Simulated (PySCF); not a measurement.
Isomers of C4H9F, one conformer each; single-point electronic energies without zero-point terms and without any empirical dispersion term.

All values: wB97X-D/pcSseg-2 (PySCF, non-relativistic), each on one gas-phase PBE0-D3(BJ)/def2-TZVP geometry that isn't relaxed in the solvent. The solvent is an IEF-PCM continuum (van der Waals radii × 1.2). Only the electrostatic response of the medium enters.

```csv
isomer,"relative energy, gas (kcal/mol)",dipole (D)
`CC(C)(C)F`,0.0,1.99
`CC[C@H](C)F`,3.4,1.91
`CC(C)CF`,6.9,1.87
```

Q: How do the relative energies look in chloroform (ε = 4.711)?

A: 
| isomer | relative energy, solvent (kcal/mol) | E(solvent) − E(gas) (kcal/mol) | dipole in solvent (D) |
| --- | --- | --- | --- |
| `CC(C)(C)F` | 0.0 | -2.3 | 2.41 |
| `CC[C@H](C)F` | 3.7 | -2.1 | 2.32 |
| `CC(C)CF` | 7.2 | -2.0 | 2.21 |

The order is unchanged. Conformers: `[CH3:1][CH2:2][C@H:3]([CH3:4])[F:5]` with C1–C2–C3–C4 -179°; `[CH3:1][CH:2]([CH3:3])[CH2:4][F:5]` with C1–C2–C4–F5 61°. `CC(C)(C)F` gains most from the continuum, and it has the largest gas-phase dipole. The gains span 0.3 kcal/mol, the gas-phase energies 6.9 kcal/mol.
